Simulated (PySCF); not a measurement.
Structure problem from calculated spectra and properties.

Elements present: C, H and S. Monoisotopic mass: 69.9877 u.

| Quantity | Value |
| --- | --- |
| 13C NMR | chemical shifts (computed TMS as zero) by class: 238.7 (1 C), 105.2 (1 C), 93.3 (1 C) ppm [GIAO B3LYP/pcSseg-2] |
| 1H NMR | chemical shifts (computed TMS as zero) by class: 10.87 (1 H), 4.64 (1 H) ppm [GIAO B3LYP/pcSseg-2] |
| Rotational structure | rotational constants A, B, C: 42.935, 3.090, 2.883 GHz [PBE0-D3(BJ)/def2-SVP] |
| Dipole | 2.26 D [B3LYP/pcSseg-2] |
| NMR, other nuclei | isotropic shieldings of nuclei other than C and H, by class: -879 (1 S) ppm [GIAO B3LYP/pcSseg-2] |

The electronic properties come from PySCF, for the isolated species, density fitting. Levels stand in brackets. Isolated species at its PBE0-D3(BJ)/def2-SVP geometry, gas phase. NMR values are class means; diastereotopic atoms form classes of their own.

**Question.** Which formula fits the mass and the elements?

**Answer.** C3H2S (calculated 69.9877). No other formula that holds each of these elements comes within 0.0003 u with a fitting electron parity and a possible valence count.

**Question.** Propose a structure and show how it fits.

**Answer.** Numbering: `[CH:1]#[C:2][CH:3]=[S:4]`. Its formula, C3H2S, gives 3 degrees of unsaturation: 0 rings and 3 π bonds in the structure found. 3 carbons fall into 3 classes; from least to most shielded: thiocarbonyl carbon [C3] (238.7 ppm), terminal alkyne carbon [C1] (105.2 ppm), alkyne carbon [C2] (93.3 ppm). Hydrogen classes from least to most shielded: 1 H on a thiocarbonyl carbon, C3 (10.87 ppm), 1 H on a terminal alkyne carbon, C1 (4.64 ppm). The other shieldings belong to: -879 ppm, thiocarbonyl sulfur [S4]. The optimised geometry has point group Cs and is an asymmetric top. Structure: `C#CC=S` (thiopropynal). Computed isomers that give other values at the same levels: `S=c1cc1` (rotational constant A: 32.051 GHz; this holds for the one conformer computed). The assignments are read from this structure; whether some other isomer fits the data as well wasn't checked.
